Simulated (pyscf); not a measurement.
HO–PH–OH (SMILES OPO) + SiH₂ (SMILES [SiH2]) [singlet] → HO–SiH₂–PH–OH (SMILES O[SiH2]PO) (insertion; singlet surface; O–P broken, O–Si, P–Si formed). Structures and frequencies: ωB97X-D3(BJ)/def2-SVP in PySCF. MP2 and CC: frozen core, UHF for open shells. ΔMP2 is the change of the MP2 total energy from the triple- to the quadruple-zeta basis. Energies in eV from the separated reactants.

| level | barrier | reaction energy |
|---|---|---|
| ωB97X-D3(BJ)/def2-TZVP | -0.11 | -3.24 |
| PBE/def2-TZVP | -0.34 | -2.93 |
| r²SCAN/def2-TZVP | -0.29 | -3.18 |
| PBE0-D3(BJ)/def2-TZVP | -0.22 | -3.12 |
| ωB97M-D3(BJ)/def2-TZVP | [?] | -2.87 |
| HF/def2-TZVP | 0.89 | -2.80 |
| CCSD(T)/def2-TZVPP + ΔMP2(QZVPP) | [?] | [?] |

**Question.** Some entries are withheld; supply them.

**Answer.** 
- ωB97M-D3(BJ)/def2-TZVP, barrier: 0.01
- CCSD(T)/def2-TZVPP + ΔMP2(QZVPP), barrier: 0.12
- CCSD(T)/def2-TZVPP + ΔMP2(QZVPP), reaction energy: -2.94

Of the functionals in the table, ωB97M-D3(BJ) is closest to CCSD(T)/def2-TZVPP + ΔMP2(QZVPP) in the barrier (0.10 eV apart) and PBE least close (0.46 eV); that level has limits of its own. On the reactant side the descent ends in an adduct with a O–Si contact, 1.05 eV under the separated species and 0.94 eV under the saddle at ωB97X-D3(BJ)/def2-TZVP. At ωB97X-D3(BJ), PBE, r²SCAN, PBE0-D3(BJ) the saddle lies under the separated reactants, which points to a path from their complex (located at ωB97X-D3(BJ) alone). What is counted as formed (O–Si) is already present as a longer contact in the reactant adduct; forming that adduct is a step of its own. HO–SiH₂–PH–OH lies 1.23 eV over its isomer HO–SiH₂–O–PH₂, and others may lie lower still (electronic energy, ωB97M-D3(BJ)). This is the saddle that the search found; another between the same sides may lie lower. The CCSD(T) − MP2 part came from Ansatz, without density fitting, on the same reference.
